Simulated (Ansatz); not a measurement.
System: bcc Fe. Method: RPBE (Ansatz, an electronic-structure program, PAW).

Run with plane-wave cutoff 520 eV, 26×26×26 k mesh, Fermi–Dirac smearing 0.05 eV, spin-polarised with parallel moments, scalar-relativistic PAW data made under PBE.

The cell has the measured lattice: a = b = c = 2.866 Å, α = β = γ = 90.00°.

Problem. Predict the magnetic moment per atom (the cell's total over its atoms).

Solution. 
- magnetic moment per atom (the cell's total over its atoms): 2.24 μB

The run finds no gap.

Note: cell and atoms aren't relaxed at this level (pressure -0.9 GPa).

Moments are spin moments.

Static lattice: no zero-point or thermal effects.

It cost about 18 core-seconds (a rough figure) of CPU time.
